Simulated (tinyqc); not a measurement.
Inside a calculation. Method: UHF in the sto-3g basis, for HF, spin multiplicity 1. One step of it, computed by the program tinyqc.

Task: Iteration 2: building the Fock matrix. J_ij = sum D_kl (ij|kl) with D = D(alpha) + D(beta), K_ij = sum D_kl (ik|jl) for each spin; F = H + J - K(s); E = tr D H + tr D J / 2 - 0.5 sum_s tr D(s) K(s) + E_nn.

D(alpha) after iteration 1:
```
,1F 1s,1F 2s,1F 2px,1F 2py,1F 2pz,2H 1s
1F 1s,1.061865,-0.267009,0.009086,0.032816,-0.007531,0.029089
1F 2s,-0.267009,1.178444,-0.067902,-0.245254,0.062531,-0.235146
1F 2px,0.009086,-0.067902,0.978199,-0.078743,-0.059446,0.150431
1F 2py,0.032816,-0.245254,-0.078743,0.715589,-0.214713,0.543339
1F 2pz,-0.007531,0.062531,-0.059446,-0.214713,1.023864,-0.118132
2H 1s,0.029089,-0.235146,0.150431,0.543339,-0.118132,0.462990
```

D(beta) after iteration 1:
```
,1F 1s,1F 2s,1F 2px,1F 2py,1F 2pz,2H 1s
1F 1s,1.061865,-0.267009,-0.009086,-0.032816,-0.007531,0.029089
1F 2s,-0.267009,1.178444,0.067902,0.245254,0.062531,-0.235146
1F 2px,-0.009086,0.067902,0.978199,-0.078743,0.059446,-0.150431
1F 2py,-0.032816,0.245254,-0.078743,0.715589,0.214713,-0.543339
1F 2pz,-0.007531,0.062531,0.059446,0.214713,1.023864,-0.118132
2H 1s,0.029089,-0.235146,-0.150431,-0.543339,-0.118132,0.462990
```

core Hamiltonian H = T + V (hartree):
```
,1F 1s,1F 2s,1F 2px,1F 2py,1F 2pz,2H 1s
1F 1s,-40.607156,-9.528213,0.000000,0.000000,-0.015323,-2.034457
1F 2s,-9.528213,-11.080533,0.000000,0.000000,-0.182785,-4.153414
1F 2px,0.000000,0.000000,-8.737784,0.000000,0.000000,0.000000
1F 2py,0.000000,0.000000,0.000000,-8.737784,0.000000,0.000000
1F 2pz,-0.015323,-0.182785,0.000000,0.000000,-8.857362,-2.675104
2H 1s,-2.034457,-4.153414,0.000000,0.000000,-2.675104,-5.475826
```

Two-electron integrals (ij|kl) in chemists' order, unique and non-zero (hartree):
```
i,j,k,l,(ij|kl)
1,1,1,1,5.403501
2,1,1,1,0.841920
2,1,2,1,0.156299
2,2,1,1,1.268028
2,2,2,1,0.292344
2,2,2,2,0.926167
3,1,3,1,0.027998
3,2,3,1,0.043169
3,2,3,2,0.204588
3,3,1,1,1.264502
3,3,2,1,0.292403
3,3,2,2,0.925959
3,3,3,3,0.997514
4,1,4,1,0.027998
4,2,4,1,0.043169
4,2,4,2,0.204588
4,3,4,3,0.053770
4,4,1,1,1.264502
4,4,2,1,0.292403
4,4,2,2,0.925959
4,4,3,3,0.889973
4,4,4,4,0.997514
5,1,5,1,0.027998
5,2,5,1,0.043169
5,2,5,2,0.204588
5,3,5,3,0.053770
5,4,5,4,0.053770
5,5,1,1,1.264502
5,5,2,1,0.292403
5,5,2,2,0.925959
5,5,3,3,0.889973
5,5,4,4,0.889973
5,5,5,5,0.997514
6,1,1,1,0.181471
6,1,2,1,0.033377
6,1,2,2,0.061938
6,1,3,3,0.061848
6,1,4,4,0.061848
6,1,5,1,0.001356
6,1,5,2,0.002530
6,1,5,5,0.062128
6,1,6,1,0.007200
6,2,1,1,0.429883
6,2,2,1,0.100313
6,2,2,2,0.351171
6,2,3,3,0.346250
6,2,4,4,0.346250
6,2,5,1,0.006773
6,2,5,2,0.051455
6,2,5,5,0.360682
6,2,6,1,0.021686
6,2,6,2,0.159717
6,3,3,1,0.010855
6,3,3,2,0.062974
6,3,5,3,0.010999
6,3,6,3,0.024480
6,4,4,1,0.010855
6,4,4,2,0.062974
6,4,5,4,0.010999
6,4,6,4,0.024480
6,5,1,1,0.279359
6,5,2,1,0.066069
6,5,2,2,0.247742
6,5,3,3,0.236919
6,5,4,4,0.236919
6,5,5,1,0.014790
6,5,5,2,0.097803
6,5,5,5,0.269112
6,5,6,1,0.014924
6,5,6,2,0.138070
6,5,6,5,0.143036
6,6,1,1,0.555842
6,6,2,1,0.131838
6,6,2,2,0.529744
6,6,3,3,0.511077
6,6,4,4,0.511077
6,6,5,1,0.011986
6,6,5,2,0.125459
6,6,5,5,0.566454
6,6,6,1,0.028726
6,6,6,2,0.298691
6,6,6,5,0.299912
6,6,6,6,0.774606
```

nuclear repulsion = 5.23937833 hartree

Give: Coulomb J; exchange K(alpha); exchange K(beta); F(alpha); F(beta); total energy of this density.

Result:

Coulomb J (hartree):
```
,1F 1s,1F 2s,1F 2px,1F 2py,1F 2pz,2H 1s
1F 1s,20.437,3.900,0.000,0.000,0.008,0.833
1F 2s,3.900,9.647,0.000,0.000,0.072,3.621
1F 2px,0.000,0.000,9.646,-0.017,0.000,0.000
1F 2py,0.000,0.000,-0.017,9.590,0.000,0.000
1F 2pz,0.008,0.072,0.000,0.000,9.678,2.566
2H 1s,0.833,3.621,0.000,0.000,2.566,5.508
```

exchange K(alpha) (hartree):
```
,1F 1s,1F 2s,1F 2px,1F 2py,1F 2pz,2H 1s
1F 1s,5.546,0.960,0.000,0.000,0.001,0.214
1F 2s,0.960,1.560,-0.012,-0.044,0.010,0.580
1F 2px,0.000,-0.012,1.297,-0.074,-0.019,0.039
1F 2py,0.000,-0.044,-0.074,1.049,-0.068,0.140
1F 2pz,0.001,0.010,-0.019,-0.068,1.318,0.376
2H 1s,0.214,0.580,0.039,0.140,0.376,0.538
```

exchange K(beta) (hartree):
```
,1F 1s,1F 2s,1F 2px,1F 2py,1F 2pz,2H 1s
1F 1s,5.546,0.960,0.000,0.000,0.001,0.214
1F 2s,0.960,1.560,0.012,0.044,0.010,0.580
1F 2px,0.000,0.012,1.297,-0.074,0.019,-0.039
1F 2py,0.000,0.044,-0.074,1.049,0.068,-0.140
1F 2pz,0.001,0.010,0.019,0.068,1.318,0.376
2H 1s,0.214,0.580,-0.039,-0.140,0.376,0.538
```

F(alpha) (hartree):
```
,1F 1s,1F 2s,1F 2px,1F 2py,1F 2pz,2H 1s
1F 1s,-25.716,-6.588,0.000,0.000,-0.009,-1.415
1F 2s,-6.588,-2.993,0.012,0.044,-0.121,-1.113
1F 2px,0.000,0.012,-0.389,0.057,0.019,-0.039
1F 2py,0.000,0.044,0.057,-0.197,0.068,-0.140
1F 2pz,-0.009,-0.121,0.019,0.068,-0.497,-0.485
2H 1s,-1.415,-1.113,-0.039,-0.140,-0.485,-0.506
```

F(beta) (hartree):
```
,1F 1s,1F 2s,1F 2px,1F 2py,1F 2pz,2H 1s
1F 1s,-25.716,-6.588,0.000,0.000,-0.009,-1.415
1F 2s,-6.588,-2.993,-0.012,-0.044,-0.121,-1.113
1F 2px,0.000,-0.012,-0.389,0.057,-0.019,0.039
1F 2py,0.000,-0.044,0.057,-0.197,-0.068,0.140
1F 2pz,-0.009,-0.121,-0.019,-0.068,-0.497,-0.485
2H 1s,-1.415,-1.113,0.039,0.140,-0.485,-0.506
```

total energy of this density = -98.07613 hartree
